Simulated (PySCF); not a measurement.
What builds the first ionisation energy along the third row

All values are computed (PySCF 2.14, energy differences of UHF-based or UKS calculations, no spin-orbit coupling). Each column adds one step, in eV (sums use unrounded values): valence MP2, valence CCSD, valence triples, then the next inner shell at CCSD(T) (Mg 2s 2p, Al 2s 2p, Si 2s 2p, P 2s 2p, S 2s 2p, Cl 2s 2p, Ar 2s 2p). References (NIST) marked * lie between the lowest fine-structure levels; the others compare directly ((s) semi-empirical, (t) theoretical).

```csv
element,UHF,+ MP2,+ CCSD,+ (T),+ inner shell,sum,reference
"Mg [Ne] 3s2 → [Ne] 3s1 (aug-cc-pCVTZ-DK, spin-free X2C)",6.616,0.648,0.271,0.000,0.074,7.609,7.646
"Si [Ne] 3s2 3p2 → [Ne] 3s2 3p1 (aug-cc-pCVTZ-DK, spin-free X2C)",7.628,0.412,0.027,0.040,-0.006,8.101,8.157
"P [Ne] 3s2 3p3 → [Ne] 3s2 3p2 (aug-cc-pCVTZ-DK, spin-free X2C)",9.897,0.587,-0.066,0.047,0.002,10.466,10.526
"S [Ne] 3s2 3p4 → [Ne] 3s2 3p3 (aug-cc-pCVTZ-DK, spin-free X2C)",9.223,0.769,0.107,0.041,0.011,10.150,10.336
"Cl [Ne] 3s2 3p5 → [Ne] 3s2 3p4 (aug-cc-pCVTZ-DK, spin-free X2C)",11.752,1.001,-0.042,0.051,0.012,12.774,12.974
"Ar [Ar] → [Ne] 3s2 3p5 (aug-cc-pCVTZ-DK, spin-free X2C)",14.539,1.188,-0.191,0.058,0.012,15.606,15.819
```

**Question.** Estimate the missing row, Al [Ne] 3s2 3p1 → [Ne] 3s2 (aug-cc-pCVTZ-DK, spin-free X2C).

**Answer.** The calculation gives UHF 5.589; + MP2 0.225; + CCSD 0.092; + (T) 0.032; + inner shell -0.016; sum 5.922. The reference value is 5.977.

What remains against the references is mostly basis incompleteness.

**Question.** What share of the correlation contribution for Ar comes from the inner shell?

**Answer.** The four steps add to 1.067 eV, of which the inner shell gives 0.012 eV, or 1 %.
